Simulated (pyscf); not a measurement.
H₃C–Al(CH₃)–Cl + hydrogen fluoride (HF) → methane (CH₄) + H₃C–Al(F)–Cl, a four-centre exchange (singlet surface; Al–C, F–H broken, C–H, Al–F formed). PySCF, gas phase, ωB97X-D3(BJ)/def2-SVP geometries. Energies in kJ/mol from the separated reactants.

Small-basis levels: PySCF, no dispersion term, spherical d functions. 

Q: Quick HF/6-31G* single points give ΔE‡ = 7.6 kJ/mol and ΔE = -240.7 kJ/mol. What does ωB97M-D3(BJ)/def2-TZVP give, and how far is the quick result from it?

A: ωB97M-D3(BJ)/def2-TZVP gives ΔE‡ = -24.3 kJ/mol and ΔE = -193.8 kJ/mol. HF/6-31G* lies 32.0 kJ/mol over it in the barrier and 46.8 kJ/mol under it in the reaction energy, so on this step it does not hold to within 12.6 kJ/mol. ωB97M-D3(BJ)/def2-TZVP has limits of its own. On the reactant side the descent ends in an adduct with a Al–F contact, 42.4 kJ/mol under the separated species and 16.6 kJ/mol under the saddle at ωB97X-D3(BJ)/def2-TZVP. On the product side the descent ends in a complex (not fully relaxed), 18.9 kJ/mol under the separated species and 183.4 kJ/mol under the saddle at ωB97X-D3(BJ)/def2-TZVP. At ωB97M-D3(BJ) the saddle lies under the separated reactants, which points to a path from their complex (located at ωB97X-D3(BJ) alone). What is counted as formed (Al–F) is already present as a longer contact in the reactant adduct; forming that adduct is a step of its own. This is the saddle that the search found; another between the same sides may lie lower.
